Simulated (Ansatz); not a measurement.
Ansatz (a program for electronic structure) input file for nitric oxide (NO), SMILES [N]=O, multiplicity 2, PBE-D3(BJ)/def2-TZVPD. 

Ansatz 0.2 input:
```yaml
crystal:
  periodic: [false, false, false]
  atoms:
    - {symbol: N, position_ang: [0.00000000, 0.00000000, -0.61065885]}
    - {symbol: O, position_ang: [0.00000000, 0.00000000, 0.53432650]}
basis:
  gaussian:
    orbitals: def2-TZVPD
hamiltonian:
  xc: pbe
  dispersion: d3bj
magnetization: {spin_polarized: true, initial_magnetization: 1}
relax: {f_tol: 0.002, max_steps: 200}
```

It prints:

```
Functional definition: PBE
integrals: 0.01 GiB planned
363 factors; their error is unknown
mean field: 0.15 GiB planned
mean field evaluation 1: about -3531.3929 eV, gradient 1.8e1 eV
mean field evaluation 2: about -3531.1627 eV, gradient 2.0e1 eV
mean field evaluation 4: about -3532.4866 eV, gradient 1.2e0 eV
mean field evaluation 8: about -3532.4889 eV, gradient 1.7e-2 eV
mean field evaluation 16: about -3532.3804 eV, gradient 5.9e0 eV
mean field -3532.48889490 eV, -129.8165724805 hartree, gradient 3.3e-5 eV, S^2 0.751935; 3 other end points of the search recorded, 0 dependent functions left out
the calculation of the forces begins
reference -3532.48892436 eV, -129.8165735632 hartree; 8, 7 occupied and 69, 70 virtual orbitals, 363 factors
relax step   1: F+E_penalty+E_count = -3532.49806538 eV  Δ(F+E_penalty+E_count) = +0.000e0 eV  max|allowed force component| = 1.296e0 eV/Å  Δτ_max = 0.0000 Å  (51 SCF iters, accepted)
these checks for a lower state are left out or cut short: starts, cluster_reference, orbital_swaps, neighbouring_geometries, increment
integrals: 0.01 GiB planned
363 factors; their error is unknown
mean field: 0.15 GiB planned
mean field evaluation 32: about -3532.4968 eV, gradient 1.6e-5 eV
mean field -3532.49681266 eV, -129.8168634530 hartree, gradient 1.6e-5 eV, S^2 0.751980; 0 other end points of the search recorded, 0 dependent functions left out
the calculation of the forces begins
reference -3532.49684248 eV, -129.8168645489 hartree; 8, 7 occupied and 69, 70 virtual orbitals, 363 factors
relax step   2: F+E_penalty+E_count = -3532.50598256 eV  Δ(F+E_penalty+E_count) = -7.917e-3 eV  max|allowed force component| = 1.646e-1 eV/Å  Δτ_max = 0.0055 Å  (34 SCF iters, accepted)
these checks for a lower state are left out or cut short: starts, cluster_reference, orbital_swaps, neighbouring_geometries, increment
integrals: 0.01 GiB planned
363 factors; their error is unknown
mean field: 0.15 GiB planned
mean field -3532.49694969 eV, -129.8168684886 hartree, gradient 1.6e-5 eV, S^2 0.751987; 0 other end points of the search recorded, 0 dependent functions left out
the calculation of the forces begins
reference -3532.49697956 eV, -129.8168695864 hartree; 8, 7 occupied and 69, 70 virtual orbitals, 363 factors
relax step   3: F+E_penalty+E_count = -3532.50611950 eV  Δ(F+E_penalty+E_count) = -1.369e-4 eV  max|allowed force component| = 5.396e-3 eV/Å  Δτ_max = 0.0008 Å  (36 SCF iters, accepted)
these checks for a lower state are left out or cut short: starts, cluster_reference, orbital_swaps, neighbouring_geometries, increment
integrals: 0.01 GiB planned
363 factors; their error is unknown
mean field: 0.15 GiB planned
mean field -3532.49694963 eV, -129.8168684866 hartree, gradient 1.6e-5 eV, S^2 0.751987; 0 other end points of the search recorded, 0 dependent functions left out
the calculation of the forces begins
reference -3532.49697951 eV, -129.8168695846 hartree; 8, 7 occupied and 69, 70 virtual orbitals, 363 factors
relax step   4: F+E_penalty+E_count = -3532.50611944 eV  Δ(F+E_penalty+E_count) = +5.975e-8 eV  max|allowed force component| = 6.393e-3 eV/Å  Δτ_max = 0.0001 Å  (34 SCF iters, rejected (line search))
these checks for a lower state are left out or cut short: starts, cluster_reference, orbital_swaps, neighbouring_geometries, increment
integrals: 0.01 GiB planned
363 factors; their error is unknown
mean field: 0.15 GiB planned
mean field -3532.49694984 eV, -129.8168684941 hartree, gradient 1.6e-5 eV, S^2 0.751987; 0 other end points of the search recorded, 0 dependent functions left out
the calculation of the forces begins
reference -3532.49697971 eV, -129.8168695921 hartree; 8, 7 occupied and 69, 70 virtual orbitals, 363 factors
relax step   5: F+E_penalty+E_count = -3532.50611964 eV  Δ(F+E_penalty+E_count) = -1.486e-7 eV  max|allowed force component| = 5.278e-7 eV/Å  Δτ_max = 0.0000 Å  (35 SCF iters, accepted)
integrals: 0.01 GiB planned
363 factors; their error is unknown
mean field: 0.15 GiB planned
mean field evaluation 64: about -3532.4969 eV, gradient 1.6e-5 eV
mean field -3532.49694984 eV, -129.8168684941 hartree, gradient 1.6e-5 eV, S^2 0.751987; 2 other end points of the search recorded, 0 dependent functions left out
the calculation of the forces begins
reference -3532.49697971 eV, -129.8168695921 hartree; 8, 7 occupied and 69, 70 virtual orbitals, 363 factors
Total energy: -3532.50614952 eV, -129.8172065762 hartree
Atom 0 at     0.000000    -0.000000    -0.616969 Å, force     0.000000     0.000000     0.000001 eV/Å
Atom 1 at    -0.000000     0.000000     0.540636 Å, force    -0.000000    -0.000000    -0.000001 eV/Å
Dipole moment:    -0.000000    -0.000000     0.042894 e Å
```

Self-consistency was reached.

Cost: around 9 core-seconds (rough).
